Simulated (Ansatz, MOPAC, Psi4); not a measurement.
Process, species as SMILES: C1[CH]C1 → C=[C]C

Quantity: isomerisation energy (enthalpy at 298 K), in kcal/mol. Conventions: non-relativistic; spin-orbit terms left out; valence correlation only; dispersion terms only where a functional's name holds one; 6-311+G** with 5d; UHF or UKS for open shells; 6-31G* and kin with 6d, 5d where marked. Ab initio and DFT rows: single points at B3LYP-D3(BJ) geometries (Ansatz, a first-principles code), with unscaled harmonic terms from B3LYP/6-31G* at its own minima. Semi-empirical rows: MOPAC heats of formation at their own minima for 298 K. A UHF reference is markedly spin-contaminated in at least one set, which strains HF and MP2.

| level | program | isomerisation energy (enthalpy at 298 K) (kcal/mol) |
|---|---|---|
| PM6 | MOPAC | -7.3 |
| MNDO | MOPAC | -10.2 |
| B3LYP/6-31G* | Ansatz | -9.6 |
| B3LYP/6-31+G* | Ansatz | -10.3 |
| PBE0/6-311+G** | Ansatz | -6.0 |
| wB97X-D/6-311+G** | Psi4 | -7.8 |
| MP2/3-21G | Ansatz | -13.8 |
| B3LYP/def2-TZVPD | Ansatz | -10.9 |

No value to compare with is used here. The 7 habitual levels span -13.8 (MP2/3-21G) to -6.0 kcal/mol (PBE0/6-311+G**); B3LYP/def2-TZVPD gives -10.9.

The levels are drawn from those run, B3LYP/6-31G* more often than the rest, none by its result; runs whose electronic state is in doubt are left out.
